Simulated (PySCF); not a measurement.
Molecule: `C=CC(=C)CCl`, C5H7Cl.

Atoms are numbered as in `[CH2:1]=[CH:2][C:3](=[CH2:4])[CH2:5][Cl:6]` (H(Xn): hydrogen on atom n). Ha(C4) is cis to C2; Ha(C1) is cis to C3; Hb(C4) is trans to C2; Hb(C1) is trans to C3.

Geometry PBE0-D3(BJ)/def2-SVP throughout; GIAO in PySCF, gas phase, one conformer, non-relativistic; equivalent atoms averaged; basis pcSseg-1.

(1) How do the absolute shieldings σ depend on the functional? (a selection of nuclei; ppm; last column core-seconds on shared hosts with different chips, so compare them loosely; the GGAs took longer than the global hybrids here, which isn't the general rule, and the cause wasn't traced)

(2) Which nucleus among those listed moves most, in ppm?

Answers

(1) 
```csv
functional,kind,C3,C2,C4,C1,C5,Cl6,Ha(C1),Hb(C4),H(C5),core-s
HF,Hartree–Fock,41.3,49.2,61.8,64.6,146.2,893.1,25.89,26.14,27.79,9
LDA,LDA,23.3,31.4,46.7,50.1,129.2,780.2,24.86,25.19,26.68,22
PBE,GGA,29.2,37.7,53.0,55.9,129.3,782.9,25.35,25.70,27.13,31
BLYP,GGA,22.6,32.3,49.4,51.8,123.3,766.4,25.62,26.00,27.30,31
BP86,GGA,28.7,37.5,52.9,55.6,128.8,783.1,25.41,25.77,27.19,30
OPBE,GGA,42.8,49.5,62.5,65.7,136.4,803.0,25.33,25.65,27.20,33
KT2,GGA,40.5,49.6,64.7,67.1,134.2,798.8,25.48,25.84,27.10,22
KT3,GGA,42.3,50.9,65.8,68.1,133.2,795.9,25.67,26.02,27.30,21
B97-D,GGA,32.9,41.7,57.0,59.5,128.3,783.9,25.65,26.02,27.34,21
B3LYP,global hybrid,26.0,35.2,51.0,53.6,128.6,798.0,25.62,25.96,27.38,14
PBE0,global hybrid,33.3,41.2,55.0,58.1,135.4,819.8,25.40,25.70,27.27,12
mPW1PW91,global hybrid,32.6,40.5,54.2,57.3,134.4,817.9,25.46,25.76,27.32,14
WP04,global hybrid,21.7,31.0,45.5,48.1,119.2,773.9,26.00,26.33,27.67,9.7
B97-2,global hybrid,35.9,43.9,57.7,60.6,134.4,817.5,25.56,25.88,27.38,9.4
BHandHLYP,global hybrid,31.1,39.7,54.1,56.9,135.4,837.8,25.67,25.96,27.49,9
CAM-B3LYP,range-separated hybrid,27.6,36.2,51.1,54.0,133.5,818.8,25.51,25.82,27.39,13
wB97X-D,range-separated hybrid,33.1,41.0,54.4,57.5,135.8,826.8,25.50,25.81,27.44,13
LC-wPBE,range-separated hybrid,35.3,41.8,53.7,57.3,142.4,845.5,25.36,25.63,27.50,18
```

(2) Cl6 (chlorine bonded to C): from 766.4 ppm with BLYP to 893.1 ppm with HF. The smallest spread is 1.11 ppm, at H(C5). Proton shifts span only some 12 ppm, so a few tenths of a ppm matter as much there as several ppm in carbon.
